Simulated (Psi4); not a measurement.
This Psi4 input (MP2/aug-pcseg-1) gives -1417.38917 Eh with 113 basis functions.

```
memory 8100 MB

molecule {
0 1
C    -0.00768397    0.00047609    0.45577993
H    -0.02591434    0.00160561    1.53712694
Cl    0.01488659    1.69164517   -0.08530085
Cl    1.45955078   -0.85759891   -0.05828251
Cl   -1.47020100   -0.83430874   -0.10769937
}

set {
  basis aug-pcseg-1
  scf_type df
  freeze_core true
}

energy('mp2')
print_variables()
```

Change:
```diff
- basis aug-pcseg-1
+ basis cc-pv(d+d)z
```

Question: What does the run give now?

Answer: -1417.50219 Eh (MP2/cc-pV(D+d)Z, 88 functions), a change of -113.02 mEh.
